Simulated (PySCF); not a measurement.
Molecule: Nitrogen trifluoride, F3N.

Molfile (atoms numbered from 1):
```
F3N
     RDKit          3D

  4  3  0  0  0  0  0  0  0  0999 V2000
   -0.5514    1.0728   -0.1658 F   0  0  0  0  0  0  0  0  0  0  0  0
    0.0076   -0.0031    0.4329 N   0  0  0  0  0  0  0  0  0  0  0  0
   -0.6444   -1.0331   -0.1513 F   0  0  0  0  0  0  0  0  0  0  0  0
    1.2262   -0.0619   -0.1488 F   0  0  0  0  0  0  0  0  0  0  0  0
  1  2  1  0
  2  3  1  0
  2  4  1  0
M  END
```

Geometry PBE0-D3(BJ)/def2-SVP throughout; GIAO in PySCF, gas phase, one conformer, non-relativistic; equivalent atoms averaged; functional PBE0.

For orientation, def2-SVP gives these absolute shieldings σ: F1/F3/F4 118.2, N2 -104.1 ppm.

A run gave: F1/F3/F4 268.9, N2 66.1 ppm (absolute shieldings σ).

Which basis set was used in that run?
A. STO-3G
B. 6-31G
C. 6-31G*
D. def2-TZVP
E. 6-311+G(2d,p)

Answers

A. N2 tells them apart best: STO-3G gives 66.1, 6-31G* gives -90.7, def2-TZVP gives -128.3, 6-311+G(2d,p) gives -123.8, 6-31G gives -113.7 ppm.
